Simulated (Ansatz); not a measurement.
**Beryllium, hcp: convergence with Methfessel-Paxton smearing**

Computed with Ansatz, LDA, scalar-relativistic PAW, on the relaxed cell (a = 2.230 Å, c = 3.508 Å (c/a = 1.574); spin not included). Errors count from a run at 420 eV on a Γ-centred 26×26×15 mesh with Fermi-Dirac smearing of 0.1 eV, extrapolated to zero width. Fixed here: cutoff 420 eV, mesh 16×16×9. The SCF starts from atomic densities corrected by a trained network.

```tsv
width (eV)	E(σ→0) error (meV/atom)	F error (meV/atom)	P (GPa)	SCF iterations
0.03	-0.8	-0.8	-0.01	4
0.1	-0.9	-0.9	-0.02	4
0.2	-1.0	-1.0	-0.02	4
0.3	-1.1	-1.0	-0.03	4
0.6	-0.8	0.0	-0.06	4
1.0	-0.3	4.2	-0.34	4
```

What does the run at 0.01 give (width)?

E(σ→0) error (meV/atom): -0.8; F error (meV/atom): -0.8; P (GPa): -0.01; SCF iterations: 4.
